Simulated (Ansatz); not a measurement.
A made-up structure of Si2NH5, singlet:

| atom | x (Å) | y (Å) | z (Å) |
| --- | --- | --- | --- |
| N1 | -1.0828 | 0.9771 | -0.7511 |
| Si2 | 0.1958 | 0.4817 | 0.2387 |
| Si3 | 1.2250 | -1.4897 | 0.2312 |
| H4 | -1.7336 | 0.3319 | -1.1668 |
| H5 | 2.4376 | -1.8575 | -0.4095 |
| H6 | 0.8781 | 1.7446 | 0.6368 |
| H7 | 1.6867 | -1.5117 | 1.6603 |
| H8 | 0.0877 | -2.4681 | 0.1581 |

It is relaxed with PBE-D4/def2-SVP and then PBE0-D4/def2-TZVP (Ansatz 0.2.0). Atoms count as bonded within 1.22 times the sum of their covalent radii (H–H: 0.88 Å). The end point is not checked to be a true minimum.

(1) Does its bonding change? (Judge from chemistry; the calculation decides.)

## Answers

(1) Computed: No: no bond forms or breaks.

Where it ends: The first stage lowers the energy by 0.65 eV in 7 steps. It ends as Si₂NH₅ ([NH][SiH][SiH3]):
```
8
angstrom
N -1.1704 0.9818 -0.6465
Si 0.2466 0.6110 0.0022
Si 1.1789 -1.5109 0.3818
H -1.7873 0.2383 -0.9526
H 2.4619 -1.6346 -0.3612
H 1.0909 1.7576 0.4229
H 1.4500 -1.6865 1.8341
H 0.2239 -2.5484 -0.0830
```

Labels in which every atom is bracketed show which atoms are joined, not bond orders.

For scale, one of the runs: PBE0-D4/def2-TZVP relaxation, 135 basis functions, launched by `ansatz run in.yaml --threads 2 --pin off --events-out ev --progress --plain --max-ram 4352MiB`. The run took about 28 s on 2 CPU threads of an Arm Neoverse V2 (shared host).
